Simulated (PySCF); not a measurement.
**P₂H₂: from structure and modes to constants**

All numbers come from PBE0 in PySCF with P def2-TZVP, H def2-TZVP; no relativity; density-fitted integrals.

The singlet minimum has C2h symmetry. Masses (u): P 30.97376, H 1.00782.

```xyz
4
charge 0 multiplicity 1, angstrom
P     0.9396   -0.3644    0.0000
P    -0.9396    0.3644    0.0000
H    -0.5167    1.7275    0.0000
H     0.5167   -1.7275    0.0000
```

Harmonic wavenumbers (cm⁻¹): 645.8 (ag, ×1), 675.4 (bu, ×1), 787.9 (au, ×1), 972.5 (ag, ×1), 2359.4 (ag, ×1), 2374.9 (bu, ×1).

Problem. Find the principal moments of inertia and the rotational constants. What kind of rotor is it?

Solution. About the centre of mass I = 3.9223, 65.547, 69.469 u Å². With B = 16.8576/I this gives 4.298, 0.2572, 0.2427 cm⁻¹. The molecule is an asymmetric top with κ = -0.99.

Problem. Find the vibrational entropy and heat capacity at 298.15 K.

Solution. With u = 1.43878 ω/T, each mode gives S = R[u/(eᵘ−1) − ln(1−e⁻ᵘ)] and C = R u² eᵘ/(eᵘ−1)².
```json
{"ω (cm⁻¹)": "645.8", "u": "3.117", "S (J/(mol K))": "1.58", "C (J/(mol K))": "3.92"}
{"ω (cm⁻¹)": "675.4", "u": "3.259", "S (J/(mol K))": "1.41", "C (J/(mol K))": "3.67"}
{"ω (cm⁻¹)": "787.9", "u": "3.802", "S (J/(mol K))": "0.91", "C (J/(mol K))": "2.81"}
{"ω (cm⁻¹)": "972.5", "u": "4.693", "S (J/(mol K))": "0.44", "C (J/(mol K))": "1.71"}
{"ω (cm⁻¹)": "2359.4", "u": "11.386", "S (J/(mol K))": "0.00", "C (J/(mol K))": "0.01"}
{"ω (cm⁻¹)": "2374.9", "u": "11.461", "S (J/(mol K))": "0.00", "C (J/(mol K))": "0.01"}
```
The sums over all modes are S = 4.3 and C = 12.1 J/(mol K); the softest mode gives 36 % of the entropy.

Problem. Give the standard entropy (298.15 K, 1 bar) by its translational, rotational, vibrational and spin parts, and Cp.

Solution. Sackur–Tetrode with M = 63.96 u gives 160.7; rotation with symmetry number 2 gives 83.5; vibration 4.3; spin R ln 1 = 0.0. The total is 248.5 J/(mol K), and Cp = 4 R + 12.1 = 45.4 J/(mol K).

This need not be the most stable arrangement of these atoms.
